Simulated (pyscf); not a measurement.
Elementary routes open to HO–SiH: [singlet] + H₂ in the gas phase (singlet surface):
A. SiH₂ [singlet] + H₂O (O–Si, H–H broken; H–Si, H–O formed)
B. HO–SiH₃ (H–H broken; H–Si, H–Si formed)

Optimised with ωB97X-D3(BJ)/def2-SVP in PySCF.

Q: Rank the routes by free-energy barrier at 900 K, lowest first, for ωB97M-D3(BJ)/def2-TZVP energies (ideal gas, 1 atm, RRHO with modes under 100 cm⁻¹ raised to 100, one conformer, R ln 2 for chiral ones without a mode under 150 cm⁻¹).

A: B (46.8 kcal/mol), A (58.7 kcal/mol)

Route B is the fastest of these, ahead of the next by 11.9 kcal/mol. The most stable products are those of B (ΔG = -17.0 kcal/mol), so kinetics and thermodynamics agree. At 298 K B is still the fastest. A: On the product side the descent ends in an adduct with a O–Si contact, 19.8 kcal/mol under the separated species and 20.7 kcal/mol under the saddle at ωB97X-D3(BJ)/def2-TZVP. Only these routes are compared; each barrier is that of the saddle found, and lower ones may exist.
